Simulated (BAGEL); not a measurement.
**AlPH6 (SMILES [AlH3-][PH3+]), step by step**

Wanted: an optimisation with harmonic vibrations (RI-MP2/cc-pVDZ), then the energy (RI-MP2/cc-pVDZ) of AlPH6. 

The results are computed with BAGEL 1.2.2.

4 further runs of the same task are left out: 4 that didn't finish.

**1. Starting point**

The species is AlPH6 (8 atoms), meant as a singlet with charge 0. As SMILES, `[AlH3-][PH3+]`. Geometry: a rough force-field guess. The run starts from this shape.

Bond lengths: Al1–P2 2.253 Å, Al1–H3 1.546 Å, Al1–H4 1.560 Å, Al1–H5 1.636 Å, P2–H6 1.425 Å, P2–H7 1.427 Å, P2–H8 1.367 Å. Some angles: Al1–P2–H6 109.8°, Al1–P2–H7 108.2°, Al1–P2–H8 111.1°, P2–Al1–H3 113.8°, P2–Al1–H4 109.5°, P2–Al1–H5 110.0°, H6–P2–H7 108.7°, H6–P2–H8 109.0°, H7–P2–H8 110.0°, H3–Al1–H4 108.3°.

**2. An optimisation with harmonic vibrations at RI-MP2/cc-pVDZ (density fitting with cc-pvdz-jkfit, cc-pvdz-ri for correlation) (run 1)**

File job.json:

```json
{ "bagel": [

{
  "title": "molecule",
  "basis": "cc-pvdz.json",
  "df_basis": "cc-pvdz-jkfit",
  "angstrom": true,
  "geometry": [
    { "atom": "Al", "xyz": [      -0.333500,       0.089800,      -1.037600 ] },
    { "atom": "P", "xyz": [       0.378700,      -0.155900,       1.085600 ] },
    { "atom": "H", "xyz": [       0.407700,      -0.809100,      -2.053200 ] },
    { "atom": "H", "xyz": [      -1.857900,      -0.233500,      -1.117500 ] },
    { "atom": "H", "xyz": [      -0.184700,       1.652400,      -1.499600 ] },
    { "atom": "H", "xyz": [       0.867200,       1.089100,       1.577800 ] },
    { "atom": "H", "xyz": [       1.447100,      -1.102000,       1.091700 ] },
    { "atom": "H", "xyz": [      -0.632500,      -0.587900,       1.896900 ] }
  ]
},

{
  "title": "optimize",
  "internal": false,
  "maxiter": 40,
  "maxgrad": 0.001,
  "method": [
    { "title": "mp2", "ncore": 10, "aux_basis": "cc-pvdz-ri" }
  ]
},

{
  "title": "hessian",
  "method": [
    { "title": "mp2", "ncore": 10, "aux_basis": "cc-pvdz-ri" }
  ]
}

]}
```

The basis set cc-pVDZ is read from a file made from the Basis Set Exchange's data (not shown).

Launch:

```sh
$ BAGEL_NUM_THREADS=1 BAGEL job.json > job.out
```

Output:

```text
* using 1 threads per process

  ===============================================================
  ===============================================================

  *** Geometry ***

  { "atom" : "Al", "xyz" : [     -0.630224,      0.169697,     -1.960780 ] },
  { "atom" : "P", "xyz" : [      0.715639,     -0.294608,      2.051487 ] },
  { "atom" : "H", "xyz" : [      0.770441,     -1.528977,     -3.879986 ] },
[... 4 lines of this table left out ...]
  { "atom" : "H", "xyz" : [     -1.195252,     -1.110970,      3.584621 ] },

  Number of auxiliary basis functions:      362

  Since a DF basis is specified, we compute 2- and 3-index integrals:
    o Being stored without compression. Storage requirement is 0.013 GB

  Number of basis functions:       66
  Number of electrons      :       34

    * METHOD: MOLECULE                             0.12

[... 15 lines left out ...]
    * SCF iteration converged.
[... 15 lines left out ...]
      MP2 correlation energy:   -0.2180758605
[... 14 lines left out ...]
    * Permanent dipole moment: MP2 relaxed
[... 39 lines left out ...]
                         Maximum     Tolerance   Converged?
[... 88 lines left out ...]
  ++ Symmetrized Mass Weighted Hessian ++
[... 34 lines left out ...]
  ++ Mass Weighted Hessian Eigenvectors ++
[... 45 lines left out ...]
                                   12                  13                  14                  15                  16                  17
      Freq (cm-1)              737.26              784.83              785.86             1022.36             1153.27             1153.46

 IR Int. (km/mol)              696.56              183.34              182.82               23.80                7.91                7.95
[... 25 lines of this table left out ...]
               23             0.06720             0.01166            -0.01069             0.53750             0.29931            -0.21994

                                   18                  19                  20                  21                  22                  23
      Freq (cm-1)             1911.56             1912.75             1919.82             2532.44             2552.19             2555.94

 IR Int. (km/mol)              259.23              247.72               46.80               15.07               14.37               14.37
[... 25 lines of this table left out ...]
               23             0.00109            -0.00238            -0.00774            -0.09241             0.12113            -0.03608

    * METHOD: HESSIAN                             81.58

  ===============================================================
```

Run time: 2.4 min. Hardware: 1 thread of AMD EPYC 7R43 (Zen 3), shared host; peak memory 0.14 GiB.

**3. The energy at RI-MP2/cc-pVDZ (density fitting with cc-pvdz-jkfit) (run 2)**

File calc.json:

```json
{ "bagel" : [

{
  "title" : "molecule",
  "basis" : "cc-pvdz.json",
  "df_basis" : "cc-pvdz-jkfit",
  "angstrom" : "true",
  "geometry" : [
    { "atom" : "Al", "xyz" : [   -0.416437,    0.117261,   -1.284957 ] },
    { "atom" : "P", "xyz" : [    0.421143,   -0.162133,    1.212917 ] },
    { "atom" : "H", "xyz" : [   -0.971264,    1.602506,   -1.126300 ] },
    { "atom" : "H", "xyz" : [    1.002782,   -0.091947,   -1.980337 ] },
    { "atom" : "H", "xyz" : [   -1.456312,   -1.091174,   -1.277322 ] },
    { "atom" : "H", "xyz" : [   -0.151760,   -1.160403,    2.034955 ] },
    { "atom" : "H", "xyz" : [    0.280017,    0.935030,    2.093309 ] },
    { "atom" : "H", "xyz" : [    1.784965,   -0.448511,    1.457674 ] }
  ]
},
{
  "title" : "hf"
},
{
  "title" : "mp2",
  "ncore" : 10
}

]}
```

The basis set cc-pVDZ is read from a file made from the Basis Set Exchange's data (not shown).

Launch:

```sh
$ BAGEL_NUM_THREADS=1 BAGEL calc.json > calc.out
```

Output:

```text
* using 1 threads per process

  ===============================================================
  ===============================================================

  *** Geometry ***

  { "atom" : "Al", "xyz" : [     -0.786952,      0.221591,     -2.428217 ] },
  { "atom" : "P", "xyz" : [      0.795845,     -0.306387,      2.292081 ] },
  { "atom" : "H", "xyz" : [     -1.835423,      3.028297,     -2.128399 ] },
  { "atom" : "H", "xyz" : [      1.894983,     -0.173755,     -3.742295 ] },
  { "atom" : "H", "xyz" : [     -2.752031,     -2.062020,     -2.413789 ] },
  { "atom" : "H", "xyz" : [     -0.286785,     -2.192844,      3.845508 ] },
  { "atom" : "H", "xyz" : [      0.529155,      1.766951,      3.955781 ] },
  { "atom" : "H", "xyz" : [      3.373095,     -0.847563,      2.754605 ] },

  Number of auxiliary basis functions:      362

  Since a DF basis is specified, we compute 2- and 3-index integrals:
    o Being stored without compression. Storage requirement is 0.013 GB

  Number of basis functions:       66
  Number of electrons      :       34

    * METHOD: MOLECULE                             0.11

  *** RHF ***

  === Nuclear Repulsion ===
    84.3736588176

      * DIIS with orbital gradients will be used.

  === RHF iteration (cc-pvdz.json) ===
      0       -586.06018724          0.00903926           0.03
      1       -586.11313839          0.00272718           0.03
      2       -586.11764465          0.00067960           0.03
      3       -586.11789437          0.00009221           0.03
      4       -586.11790192          0.00002561           0.03
      5       -586.11790233          0.00000433           0.03
      6       -586.11790235          0.00000080           0.03
      7       -586.11790235          0.00000015           0.03
      8       -586.11790235          0.00000003           0.03
      9       -586.11790235          0.00000001           0.03
    * SCF iteration converged.

    * Permanent dipole moment:
           (   -0.539843,     0.183698,    -1.614715) a.u.

    * METHOD: HF                                   0.36

  *** RHF ***

  === Nuclear Repulsion ===
    84.3736588176

      * DIIS with orbital gradients will be used.

  === RHF iteration (cc-pvdz.json) ===
      0       -586.11790235          0.00000000           0.03
    * SCF iteration converged.

    * Permanent dipole moment:
           (   -0.539843,     0.183698,    -1.614716) a.u.

  === DF-MP2 calculation ===

    * freezing 10 orbitals
    * 3-index integral transformation done
    * assembly done

      MP2 correlation energy:   -0.2163231754      0.01

      MP2 total energy:       -586.3342255245

    * METHOD: MP2                                  0.07

  ===============================================================
```

Run time: 1 s. Hardware: 1 thread of AMD EPYC 7R43 (Zen 3), shared host; peak memory 0.081 GiB.

**4. What came out**

```
                                                           quantity                  value
                     run 1, RI-MP2/cc-pVDZ: total energy at the end          -586.33411 Eh
                  run 1, RI-MP2/cc-pVDZ: lowest harmonic wavenumber  118i cm⁻¹ (imaginary)
                 run 1, RI-MP2/cc-pVDZ: highest harmonic wavenumber              2556 cm⁻¹
                                run 2, RI-MP2/cc-pVDZ: total energy          -586.33423 Eh
run 2, RI-MP2/cc-pVDZ: correlation energy (10 core orbitals frozen)             -216.3 mEh
```

What this shows: 1 mode is imaginary (lowest 118i cm⁻¹): a first-order saddle point.
